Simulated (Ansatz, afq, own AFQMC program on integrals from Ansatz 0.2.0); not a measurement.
C₂H₅N, singlet: AFQMC among the cluster methods

```xyz
8

C    -0.7147    0.7527   -0.7923
N     0.4425    0.3112   -0.5547
C     0.6268   -0.5647    0.5666
H    -1.6048    0.5005   -0.1781
H    -0.8762    1.4255   -1.6474
H    -0.2991   -0.7744    1.1405
H     1.0500   -1.5204    0.2165
H     1.3756   -0.1304    1.2489
```

Basis def2-TZVP. Noble-gas cores (and the filled d shells of Ga–Kr and In–Xe) are frozen. AFQMC by an in-house program on the Cholesky factors that Ansatz 0.2.0 writes for its CCSD(T) run. The CISD trial takes its coefficients from CCSD amplitudes. Released means that phaseless walkers are propagated on without the constraint, phases kept. Uncertainties: one standard error, sampling alone.

Determinant: RHF, the one that the program's search chose, which needn't be the lowest solution. The geometry is a PBE0/def2-SVP stationary point of this or a neighbouring charge and spin state.

No full CI on the walks' own integrals is used here. The released AFQMC energy serves as the reference, which it does only where one determinant dominates, the energy is flat over the last release times and near the phaseless one (40 meV or 2 meV an electron, half that with transition metals). On small molecules, where full CI could be run and the noise was under 10 meV, such values lay within 10 meV of it in 19 cases of 20, a flattering rate, since the rule was set on those same cases; what remains of the bias isn't in the error bar.

Cautions: the released value is read at 1.50 1/Eh with a noise of 11 meV, more than in the cases checked (meV from the phaseless value at times in 1/Eh: -3 ± 6 at 0.24, -6 ± 9 at 0.51, -2 ± 9 at 0.99, 14 ± 11 at 1.50).

* T1 diagnostic: 0.0114
* weight of the determinant in the CISD state: 0.831
* size of the correlated space: 18 electrons in 120 orbitals

| level | correlation energy (eV) |
| --- | --- |
| MP2 | -14.4103 |
| CCSD | -15.2136 |
| CCSD(T) | -15.8540 |

Problem. Estimate where phaseless AFQMC with the Hartree–Fock trial lies against CCSD(T) on the same integrals.

Solution. 0.6 ± 3.3 kJ/mol above CCSD(T). The gap is under twice the noise, so this walk alone can't tell the two apart.

Reference: AFQMC with the constraint released, correlation energy -15.883 ± 0.011 eV.

```
        level  E − E(reference) (kJ/mol)  share of correlation (%)
      CCSD(T)                  2.8 ± 1.1                     99.82
  ph-AFQMC/HF                  3.3 ± 3.5                     99.78
ph-AFQMC/CISD                 -1.4 ± 1.2                    100.09
```

Released energies are given only where the last usable release times agree within the noise; a slower fall can still hide under it.
